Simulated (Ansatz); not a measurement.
# Si2H5O (SMILES [SiH2]O[SiH3]): UMP2/6-311+G(d,p)

What is the vertical electron affinity of Si2H5O at UMP2/6-311+G**? 

Program for the calculation: Ansatz 0.2.0.

37 further runs of the same task are left out: 37 set aside as unsound or not needed.

### Step 1. The structure to begin with

The species is Si2H5O (8 atoms), meant as a doublet with charge 0. As SMILES, `[SiH2]O[SiH3]`. Geometry: relaxed at PBE0-D4/def2-TZVP. This is one conformer, not always the lowest.

Bond lengths: Si1–O2 1.637 Å, O2–Si3 1.638 Å, Si1–H4 1.490 Å, Si1–H5 1.494 Å, Si3–H6 1.482 Å, Si3–H7 1.485 Å, Si3–H8 1.486 Å. Angles: Si1–O2–Si3 146.3°, O2–Si1–H4 107.9°, O2–Si1–H5 109.9°, O2–Si3–H6 108.1°, O2–Si3–H7 109.9°, O2–Si3–H8 110.1°, H4–Si1–H5 110.4°, H6–Si3–H7 109.7°, H6–Si3–H8 109.8°, H7–Si3–H8 109.2°.

### Step 2. A single-point energy at UMP2/6-311+G(d,p)

Input file input.yaml:

```yaml
crystal:
  periodic: [false, false, false]
  atoms:
    - {symbol: Si, position_ang: [-1.281200, 0.933000, -0.865900]}
    - {symbol: O, position_ang: [-0.352300, -0.279200, -0.276900]}
    - {symbol: Si, position_ang: [0.765000, -0.723000, 0.835900]}
    - {symbol: H, position_ang: [-1.902800, 0.458100, -2.133600]}
    - {symbol: H, position_ang: [-0.440600, 2.142000, -1.118700]}
    - {symbol: H, position_ang: [1.291900, -2.054600, 0.453100]}
    - {symbol: H, position_ang: [0.138100, -0.799300, 2.180400]}
    - {symbol: H, position_ang: [1.874100, 0.266000, 0.869800]}
basis:
  gaussian:
    orbitals: 6-311+G_st__st_-spherical.json
magnetization:
  spin_polarized: true
  initial_magnetization: 1
correlation:
  method: mp2
  frozen_orbitals: {H: 0, O: 1, Si: 5}
accuracy: high
```

The basis set 6-311+G** is read from a file made from the Basis Set Exchange's data (not shown).

The run is started by

```bash
$ ansatz run input.yaml --threads 1 --pin off --max-ram 3480MiB --events-out events.jsonl --progress --plain --runs-dir runs
```

Output:

```text
Warning: RAYON_NUM_THREADS=1 ignored (pool sized by the plan → 1); use --threads N
Functional definition: HF
  name "HF"
  exchange = exact_x
  correlation = 0
2081 factors; integrals over basis functions are off by at most 4.2e-9 eV
mean field evaluation 1: about -17839.4436 eV, gradient 2.7e1 eV
mean field evaluation 2: about -17839.4498 eV, gradient 2.7e1 eV
mean field evaluation 4: about -17842.7041 eV, gradient 2.6e0 eV
mean field evaluation 8: about -17842.7795 eV, gradient 1.4e-3 eV
mean field -17842.77951881 eV, -655.7100530460 hartree, gradient 1.8e-8 eV, S^2 0.752929; 0 other end points of the search recorded, 0 dependent functions left out
11 core orbitals not correlated: weight in the atoms' cores, before any rotation towards them, 1.000 or more for the frozen orbitals, at most 0.000 for the correlated occupied ones
reference -17842.77951881 eV, -655.7100530460 hartree; 10, 9 occupied and 91, 92 virtual orbitals, 2081 factors
second order -10.52771853 eV of doubles, -0.00000000 eV of singles
Total energy: -17853.30723734 eV, -656.0969395660 hartree
```

Run time: 5.4 s. Hardware: 1 thread of Arm Neoverse V1, shared host; peak memory 0.38 GiB.

### Step 3. The singlet anion, same level

input.yaml, as its differences from that of step 2:

```diff
@@ -12,10 +12,5 @@
 basis:
-  gaussian:
-    orbitals: 6-311+G_st__st_-spherical.json
-magnetization:
-  spin_polarized: true
-  initial_magnetization: 1
-correlation:
-  method: mp2
-  frozen_orbitals: {H: 0, O: 1, Si: 5}
+  gaussian: {orbitals: 6-311+G_st__st_-spherical.json}
+total_charge: -1
+correlation: {method: mp2, frozen_orbitals: {H: 0, O: 1, Si: 5}}
 accuracy: high
```

The basis set 6-311+G** is read from a file made from the Basis Set Exchange's data (not shown).

The run is started by

```bash
$ ansatz run input.yaml --threads 1 --pin off --max-ram 3480MiB --events-out events.jsonl --progress --plain --runs-dir runs
```

Output:

```text
Warning: RAYON_NUM_THREADS=1 ignored (pool sized by the plan → 1); use --threads N
Functional definition: HF
  name "HF"
  exchange = exact_x
  correlation = 0
2082 factors; integrals over basis functions are off by at most 4.2e-9 eV
mean field evaluation 1: about -17840.5376 eV, gradient 2.0e1 eV
mean field evaluation 2: about -17840.6278 eV, gradient 2.0e1 eV
mean field evaluation 4: about -17842.3040 eV, gradient 3.5e0 eV
mean field evaluation 8: about -17842.3410 eV, gradient 2.5e-1 eV
mean field evaluation 16: about -17842.3425 eV, gradient 2.2e-8 eV
mean field -17842.34249011 eV, -655.6939925375 hartree, gradient 2.5e-8 eV, S^2 0.000000; 0 other end points of the search recorded, 0 dependent functions left out
11 core orbitals not correlated: weight in the atoms' cores, before any rotation towards them, 1.000 or more for the frozen orbitals, at most 0.000 for the correlated occupied ones
reference -17842.34249011 eV, -655.6939925375 hartree; 10, 10 occupied and 91, 91 virtual orbitals, 2082 factors
second order -11.25162929 eV of doubles, -0.00000000 eV of singles
Total energy: -17853.59411940 eV, -656.1074822872 hartree
```

It took 4.8 s on 1 thread of Arm Neoverse V1, shared host; peak memory 0.3 GiB.

### Step 4. Summary of results

Level: UMP2/6-311+G**, 11 core orbitals frozen.

| quantity | value |
| --- | --- |
| doublet Si2H5O: total energy | -656.09694 Eh |
| doublet Si2H5O: correlation energy (11 core orbitals frozen) | -386.9 mEh |
| doublet Si2H5O: ⟨S²⟩ of the reference determinant | 0.753 |
| singlet anion: total energy | -656.10748 Eh |
| singlet anion: correlation energy (11 core orbitals frozen) | -413.5 mEh |
| vertical electron affinity (to the singlet anion) | 0.287 eV |

In words: At fixed nuclei the extra electron is bound by 0.29 eV (27.7 kJ/mol).
